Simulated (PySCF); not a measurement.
## Name the molecule from its bond curve

A diatomic of charge +1 contains O. Its triplet curve at UHF-SCS-MP2 in a double-zeta basis (no relativity, PySCF), in eV from the separated fragments:

(R (Å), E (eV)): (1.522, 0.011), (1.593, -0.554), (1.664, -0.855), (1.717, -0.954), (1.770, -0.971), (1.823, -0.924), (1.894, -0.768), (1.982, -0.430), (2.089, -0.107), (2.230, 0.050)

The fit gives ωe = 811 cm⁻¹ and the rotational constant Bₑ = 0.5442 cm⁻¹.

**Question.** Which atom is the partner?

**Answer.** The minimum lies at 1.756 Å, so the reduced mass is 16.8576 u Å² cm⁻¹/(Bₑ·Re²) = 10.05 u. With O at 15.99 u the partner weighs about 27.1 u: Al. The molecule is AlO⁺.

Correlated steps freeze 6 core orbitals. The state is the lowest determinant that a PBE0 search found; another state may lie lower at other levels.
